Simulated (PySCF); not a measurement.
C2H4N (doublet state).
Z-matrix (Å and degrees, GFN2-xTB geometry), rows numbered from 1:
```
C 
N   1  1.2306
C   2  1.4227  1  129.87
H   1  1.0796  2  121.19  3   179.94
H   3  1.0914  2  108.21  1   120.90
H   3  1.0913  2  108.18  1  -122.10
H   3  1.0955  2  113.49  1    -0.62
```

As a line formula: `[H]/[C]=N/C` [radical].

Level of theory: PySCF 2.14.0, UKS B3LYP, pcH-1 on C H N, non-relativistic, mean-field spin-orbit, GIAO. Isolated species at its GFN2-xTB geometry, gas phase. The geometry wasn't refined by DFT: couplings that depend on bond lengths, twists or pyramidal angles can differ widely from those at the functional's own minimum.

(1) Break the g tensor into its mass correction, gauge correction and orbital-Zeeman/spin–orbit terms.

(2) What are the electron Larmor frequencies g μB B/h along the three axes at 1200 mT?

(3) At 9.349 GHz, how far is the centre of the isotropic spectrum from where a free electron (g = 2.002319) resonates?

(4) In a frozen sample, at which fields do the three g values resonate at 9.5, 34, 94 and 263 GHz (hyperfine left aside), and which band first spreads them over more than twice a line width of 1.0 mT?

## Answers

(1) 
| Δg (ppm) | 1 | 2 | 3 |
| --- | --- | --- | --- |
| relativistic mass correction | -172 | -172 | -172 |
| gauge correction | 31 | 10 | 9 |
| orbital Zeeman/spin–orbit | -3520 | -42 | 999 |
| total | -3661 | -204 | 836 |

So g = 1.99866, 2.00212, 2.00316 and g_iso = 2.00131; the tensor is rhombic: the two nearest values differ by 23 % of g3 − g1. 

(2) 33.5685, 33.6265, 33.6440 GHz for g1, g2 and g3, a range of 75.5 MHz.

(3) B = hν/(g μB) with μB/h = 13.99624 MHz/mT gives 333.60 mT for the free electron and 333.76 mT at g_iso, 0.17 mT higher.

(4) 
```json
{"band": "X", "GHz": "9.5", "B(g3) mT": "338.84", "B(g2) mT": "339.02", "B(g1) mT": "339.60", "spread mT": "0.76"}
{"band": "Q", "GHz": "34.0", "B(g3) mT": "1212.70", "B(g2) mT": "1213.33", "B(g1) mT": "1215.43", "spread mT": "2.73"}
{"band": "W", "GHz": "94.0", "B(g3) mT": "3352.75", "B(g2) mT": "3354.50", "B(g1) mT": "3360.30", "spread mT": "7.54"}
{"band": "J", "GHz": "263.0", "B(g3) mT": "9380.58", "B(g2) mT": "9385.45", "B(g1) mT": "9401.68", "spread mT": "21.11"}
```

The spread grows in proportion to the frequency. Q band is the first where it exceeds 2.0 mT.

The largest Mulliken spin populations are on C1 (+0.66), N2 (+0.22) and H4 (+0.07).

The HOMO–LUMO gaps are 5.11 eV among the α and 6.63 eV among the β orbitals.
